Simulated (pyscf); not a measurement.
Substitution at Si: HO–SiH(OH)–OH + H atom (H•) → hydroxyl (OH•) + HO–SiH₂–OH

Gas phase, doublet surface, charge 0. Bonds broken: O1–Si2. Bonds formed: Si2–H6. Optimised with ωB97X-D3(BJ)/def2-SVP in PySCF.

Transition state (Å):

```xyz
9

O      0.9689    -0.6425    -0.5313
Si     0.3164     0.1372     1.7273
O     -0.5932     1.2005     0.8127
O     -0.3066    -1.3856     1.8909
H      0.6629     0.2313    -0.8513
H      1.6798     0.1718     1.0772
H     -1.3551     1.6003     1.2440
H     -0.2509    -1.8838     1.0655
H      0.4158     0.6546     3.1185
```

One imaginary mode, 187i cm⁻¹; descent along it reached the two sides named, in the forms told below.

```csv
bond,change,reactant side (Å),saddle,product side
O1–Si2,breaks,1.654,2.477,3.2
Si2–H6,forms,3.8,1.511,1.484
```

Electronic energies relative to the separated reactants (eV):

| level | barrier | reaction energy | reverse barrier |
|---|---|---|---|
| ωB97X-D3(BJ)/def2-TZVP | 1.44 | +1.66 | -0.23 |
| PBE/def2-TZVP | 1.29 | +1.78 | -0.49 |
| r²SCAN/def2-TZVP | 1.31 | +1.69 | -0.38 |
| B3LYP-D3(BJ)/def2-TZVP | 1.27 | +1.56 | -0.29 |
| PBE0-D3(BJ)/def2-TZVP | 1.40 | +1.70 | -0.29 |
| M06-2X/def2-TZVP | 1.65 | +1.86 | -0.21 |
| ωB97M-D3(BJ)/def2-TZVP | 1.46 | +1.69 | -0.23 |
| HF/def2-TZVP | 1.46 | +1.13 | 0.33 |

With ωB97M-D3(BJ)/def2-TZVP energies and thermal terms (ideal gas, 1 atm, RRHO with modes under 100 cm⁻¹ raised to 100, one conformer, R ln 2 for chiral ones without a mode under 150 cm⁻¹), in eV:

| T (K) | ΔH‡ | ΔG‡ | ΔH | ΔG |
|---|---|---|---|---|
| 298 | 1.55 | 1.89 | +1.75 | +1.67 |
| 600 | 1.51 | 2.24 | +1.71 | +1.60 |
| 900 | 1.47 | 2.62 | +1.67 | +1.56 |
| 1200 | 1.45 | 3.01 | +1.63 | +1.53 |

On the product side the descent ends in a complex, 0.31 eV under the separated species and 0.08 eV under the saddle at ωB97X-D3(BJ)/def2-TZVP. At ωB97X-D3(BJ)/def2-TZVP, B3LYP-D3(BJ), PBE0-D3(BJ), M06-2X, ωB97M-D3(BJ) the saddle lies under the separated products, which points to a path from their complex (located at ωB97X-D3(BJ) alone), and parting the products costs more than the saddle. At PBE, r²SCAN this geometry lies under the product side: in single points on another level's saddle the reverse barrier vanishes, and the forward threshold there is about the reaction energy. The same reactants have a lower exit, to HO–Si•(OH)–OH + H₂ (barrier +0.30 eV at ωB97M-D3(BJ)/def2-TZVP, against +1.46 eV here). One saddle was located; it need not be the lowest between these sides. The angle at the attacked Si is 51° (front-side attack). Left out: orbital degeneracy and the spin-orbit lowering of OH.
